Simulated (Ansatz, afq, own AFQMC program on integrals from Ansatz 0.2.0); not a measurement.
# Where AFQMC and coupled cluster stand for NH2O, quartet

```
atom    x (Å)    y (Å)   z (Å)
   O  -1.0058  -0.0292  0.0000
   H  -1.2552   0.8974  0.0000
   H   0.0572  -0.0292  0.0000
   N   1.2352  -0.0292  0.0000
```

Connectivity, by distances: OH ··· N, 1 bridging H.

Basis cc-pVTZ. Only valence electrons are correlated. Integrals, coupled cluster, full CI and functionals: Ansatz 0.2.0; the random walks run on the same integrals in our own AFQMC program. ph-AFQMC/CISD is guided by a CISD state made of CCSD amplitudes; releasing the constraint for a short imaginary time cuts its bias at the price of noise, slowly where states lie close. Uncertainties: one standard error, sampling alone.

Determinant: UHF, the one that the program's search chose, which needn't be the lowest solution. The geometry is a point of a scan.

No full CI on the walks' own integrals is used here; CCSDT(Q) serves as the reference and is uncertain by about the last step of the cluster series.

Cautions: lower spins were not checked; the released energies are still falling, so no released level is given (meV from the phaseless value at times in 1/Eh: -3 ± 6 at 0.24, -21 ± 8 at 0.51, -27 ± 6 at 0.99, -28 ± 8 at 1.62, -38 ± 11 at 2.40), though the last usable value meets CCSDT(Q) within the noise.

The T1 diagnostic is 0.0167, the weight of the determinant in the CISD state is 0.894 and the ⟨S²⟩ of the determinant is 3.775. The size of the correlated space is 13 electrons in 86 orbitals.

```json
{"level": "MP2", "correlation energy (eV)": "-10.2547"}
{"level": "CCSD", "correlation energy (eV)": "-10.8286"}
{"level": "CCSD(T)", "correlation energy (eV)": "-11.1817"}
```

Question: Estimate where phaseless AFQMC with a CISD trial lies against CCSD(T) on the same integrals.

Answer: 15.3 ± 5.6 meV below CCSD(T).

Reference: CCSDT(Q), correlation energy -11.218 eV.

```
        level  E − E(reference) (meV)  share of correlation (%)
      CCSD(T)                    36.8                     99.67
        CCSDT                    18.3                     99.84
ph-AFQMC/CISD              21.5 ± 5.6                     99.81
```

A walk keeps the symmetry of its determinant, which the program's search chose and which needn't be the lowest solution, so a lower state of the same spin and another symmetry isn't excluded.
